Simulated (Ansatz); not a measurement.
C2H8N2 can be A, `CC(N)N`, or B, `CN(C)N`.

Computed with Ansatz on PBE0-D4/def2-TZVP structures; ΔE is electronic, products minus reactants. CCSD(T)/CBS adds triple-zeta CCSD(T) − MP2 to the extrapolated MP2 energy (def2 sets, frozen cores). This one scheme is used for every species. DFT in def2-TZVPP. B3LYP here is the variant with VWN-RPA as its local correlation; programs differ in this. Each species was taken in one conformer, which may not be the lowest.

Problem. Which isomer does CCSD(T)/CBS put lower? Give the gap. (Best estimate.)

Solution. Ansatz gave: A, by 31.5 kcal/mol.

Problem. Give E(B) − E(A) in kcal/mol with B2PLYP, CCSD/def2-TZVPP, r2SCAN-D4, HF/def2-TZVPP, PBE-D4, B3LYP-D4, CCSD(T)/def2-TZVPP. (Best estimate.)

Solution. Ansatz gave: B2PLYP 30.1, CCSD/def2-TZVPP 31.1, r2SCAN-D4 30.1, HF/def2-TZVPP 31.1, PBE-D4 28.4, B3LYP-D4 29.0, CCSD(T)/def2-TZVPP 30.8. None reverses the order clearly.

Largest T1 diagnostic: 0.009.

From PBE to PBE0 (25 % exact exchange), in def2-TZVPP and without D4, E(B) − E(A) moves by +1.3 kcal/mol.
